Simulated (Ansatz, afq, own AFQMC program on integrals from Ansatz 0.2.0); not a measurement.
Where AFQMC and coupled cluster stand for NH$_{3}$⁻, doublet

```yaml
atoms:
  - { symbol: N, position_ang: [0.0020, 0.0026, -0.0714] }
  - { symbol: H, position_ang: [0.9311, -0.0026, 0.3573] }
  - { symbol: H, position_ang: [-0.4883, 0.7975, 0.3467] }
  - { symbol: H, position_ang: [-0.4704, -0.8308, 0.2884] }
```

Basis 6-31++G**. Noble-gas cores (and the filled d shells of Ga–Kr and In–Xe) are frozen. Integrals, coupled cluster, full CI and functionals: Ansatz 0.2.0; the random walks run on the same integrals in our own AFQMC program. ph-AFQMC/CISD is guided by a CISD state made of CCSD amplitudes; releasing the constraint for a short imaginary time cuts its bias at the price of noise, slowly where states lie close. Uncertainties: one standard error, sampling alone.

Determinant: UHF, the one that the program's search chose, which needn't be the lowest solution. The geometry is a point of a scan.

No full CI on the walks' own integrals is used here; CCSDT(Q) serves as the reference and is uncertain by about the last step of the cluster series.

```
T1 diagnostic                               : 0.0137
weight of the determinant in the CISD state : 0.927
⟨S²⟩ of the determinant                     : 0.751
size of the correlated space                : 9 electrons in 36 orbitals
```

Reference: CCSDT(Q), correlation energy -5.968 eV. The released energy is read at 2.40 1/Eh (meV from the phaseless value at times in 1/Eh: 5 ± 9 at 0.24, 6 ± 6 at 0.51, -4 ± 10 at 0.99, 1 ± 8 at 1.62, -7 ± 10 at 2.40).

| level | E − E(reference) (mEh) | share of correlation (%) |
| --- | --- | --- |
| HF | 219.31 | 0.00 |
| MP2 | 20.28 | 90.75 |
| CCSD | 5.66 | 97.42 |
| CCSD(T) | 0.77 | 99.65 |
| CCSDT | 0.44 | 99.80 |
| ph-AFQMC/HF | 3.12 ± 2.12 | 98.58 |
| ph-AFQMC/CISD | 0.02 ± 0.37 | 99.99 |
| released AFQMC | -0.23 ± 0.36 | 100.10 |

A walk keeps the symmetry of its determinant, which the program's search chose and which needn't be the lowest solution, so a lower state of the same spin and another symmetry isn't excluded. Released energies are given only where the last usable release times agree within the noise; a slower fall can still hide under it.
